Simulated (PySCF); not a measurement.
Compound: C4H6O.
SMILES with atom numbers: `[CH2:1]=[C:2]=[CH:3][O:4][CH3:5]` (hydrogens: H6, H7 on C1; H8 on C3; H9, H10, H11 on C5)

Method: PBE0-D3(BJ)/def2-SVP geometry optimisation, gas phase (PySCF 2.14.0); density fitting, grid level 1; the optimiser is geomeTRIC in internal coordinates, started from an MMFF94s structure.

Step 3: E = -6277.9825 eV
```
atom  x, y, z in Å  |  force x, y, z in eV/Å
C1      2.5702    0.1948   -0.5458   -0.130   0.117  -0.042
C2      1.2692    0.3272   -0.4440    0.538   0.923  -0.671
C3     -0.0262    0.4973   -0.2527    0.816  -0.919   0.074
O4     -0.5370   -0.3774    0.6392   -1.306  -0.288   0.008
C5     -1.9340   -0.4879    0.6482   -0.007  -0.114   0.027
H6      3.0470   -0.0391   -1.5060   -0.014  -0.735   0.130
H7      3.2436    0.3394    0.3114   -0.009   0.621  -0.154
H8     -0.7016    1.1301   -0.8534    0.239   0.416   0.640
H9     -2.1899   -1.1982    1.4449   -0.079   0.024   0.010
H10    -2.3328   -0.8736   -0.3074   -0.011  -0.011  -0.014
H11    -2.4086    0.4875    0.8655   -0.038  -0.034  -0.007
```

Step 4: E = -6278.4303 eV
```
atom  x, y, z in Å  |  force x, y, z in eV/Å
C1      2.6165    0.2627   -0.6049    0.845   0.057  -0.391
C2      1.3360    0.2666   -0.4154   -0.365  -0.418   0.606
C3      0.0656    0.3018   -0.1160   -1.164   0.338  -0.188
O4     -0.6173   -0.5210    0.7173    0.527  -0.271  -0.004
C5     -2.0110   -0.4769    0.6217   -0.084   0.035  -0.203
H6      3.0382   -0.1607   -1.5221    0.167  -0.238   0.050
H7      3.3226    0.7007    0.1102   -0.018   0.204  -0.056
H8     -0.5607    1.0568   -0.6099    0.019   0.294   0.121
H9     -2.4156   -1.1495    1.3893    0.036   0.010   0.016
H10    -2.3658   -0.8216   -0.3679   -0.010   0.001   0.039
H11    -2.4085    0.5411    0.7977    0.046  -0.011   0.009
```

Step 5: E = -6278.5012 eV
```
atom  x, y, z in Å  |  force x, y, z in eV/Å
C1      2.6068    0.2434   -0.6208    0.151   0.071   0.023
C2      1.3151    0.2692   -0.4225    0.146  -0.184   0.022
C3      0.0341    0.3385   -0.1430   -0.127   0.148   0.025
O4     -0.6063   -0.5235    0.6829    0.102  -0.014  -0.043
C5     -2.0022   -0.4919    0.6136   -0.117   0.008  -0.037
H6      3.0964   -0.2716   -1.4574   -0.178  -0.033  -0.048
H7      3.2853    0.7538    0.0730    0.030   0.052   0.046
H8     -0.5666    1.1642   -0.5531   -0.036  -0.044  -0.010
H9     -2.3816   -1.1783    1.3816   -0.001   0.002   0.007
H10    -2.3793   -0.8234   -0.3717    0.023  -0.001   0.011
H11    -2.4018    0.5195    0.8174    0.008  -0.004   0.003
```

Step 6: E = -6278.5074 eV
```
atom  x, y, z in Å  |  force x, y, z in eV/Å
C1      2.6130    0.2506   -0.6091   -0.126  -0.075  -0.133
C2      1.3228    0.2782   -0.3909    0.031   0.068   0.194
C3      0.0380    0.3561   -0.1173    0.102   0.019  -0.033
O4     -0.6035   -0.5112    0.7013   -0.027   0.015  -0.003
C5     -2.0000   -0.4973    0.6026   -0.040  -0.009   0.001
H6      3.0159   -0.2994   -1.4690    0.100   0.046   0.011
H7      3.3315    0.7603    0.0470   -0.049  -0.032  -0.023
H8     -0.5655    1.1755   -0.5358   -0.005  -0.033  -0.013
H9     -2.3874   -1.1794    1.3707    0.001   0.001   0.002
H10    -2.3501   -0.8446   -0.3866    0.011  -0.002  -0.001
H11    -2.4147    0.5113    0.7871    0.003   0.002  -0.001
```

Task: Estimate the geometry and energy of step 7. (The exact step hangs on the optimiser's Hessian estimate; all steps are aligned on step 6, rigid shifts and turns removed.)

Result: E = -6278.5108 eV, largest force 0.098 eV/Å
```
atom  x, y, z in Å  |  force x, y, z in eV/Å
C1      2.6109    0.2464   -0.6175   -0.032   0.002  -0.046
C2      1.3252    0.2764   -0.3787   -0.004   0.000   0.098
C3      0.0420    0.3581   -0.1010    0.028  -0.021  -0.062
O4     -0.6067   -0.5064    0.7153   -0.014   0.011   0.014
C5     -2.0029   -0.4969    0.6011    0.001  -0.009  -0.006
H6      3.0224   -0.2878   -1.4832    0.011   0.007   0.006
H7      3.3293    0.7536    0.0392   -0.002  -0.007  -0.007
H8     -0.5622    1.1720   -0.5280    0.006   0.013   0.006
H9     -2.3973   -1.1736    1.3703    0.005   0.001   0.001
H10    -2.3386   -0.8539   -0.3895   -0.002  -0.001  -0.002
H11    -2.4221    0.5122    0.7720    0.003   0.003  -0.002
```

The energy changes by -0.0034 eV. The first-order estimate −F·Δx gives -0.0058 eV and the mean of the old and new forces, exact on a quadratic surface, -0.0035 eV. The step makes an angle of 67° with the force vector and moves no atom by more than 0.019 Å.

The cost below is that of the whole optimisation. On Intel Xeon Platinum 8488C, one thread, shared host, this took 33 s wall and 0.40 GiB of memory at its peak.
